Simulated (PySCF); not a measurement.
PySCF input (B3PW91/6-31G* (5d)):

```python
from pyscf import gto, dft

mol = gto.M(
    atom='''
    H     0.00176448    0.04465142    2.06832619
    N     0.00115828    0.04699724    1.06365633
    C     0.01248627    1.17970021    0.27461977
    C    -0.01104728   -1.07509778    0.27835848
    C     0.00689995    0.72175500   -1.00967507
    C    -0.00779897   -0.68423451   -1.04633232
    H     0.02307408    2.16873903    0.69529824
    H    -0.02106132   -2.06057777    0.71251336
    H    -0.01512498   -1.33453082   -1.90355730
    ''',
    basis='6-31g*',
    charge=0,
    spin=1,
    verbose=4,
)

mf = dft.UKS(mol, xc='b3pw91')
mf.grids.level = 3
mf.conv_tol = 1e-9
mf.max_cycle = 100
mf.max_memory = 1500
mf.kernel()
if not mf.converged:
    mf = mf.newton()
    mf.kernel(mf.make_rdm1())
mo, _, stable, _ = mf.stability(return_status=True)
if not stable:
    mf.kernel(mf.make_rdm1(mo, mf.mo_occ))
    stable = mf.stability(return_status=True)[2]
mf.dip_moment()
```

### Question
Predict the final energy.

### Answer
-209.38754 Eh.
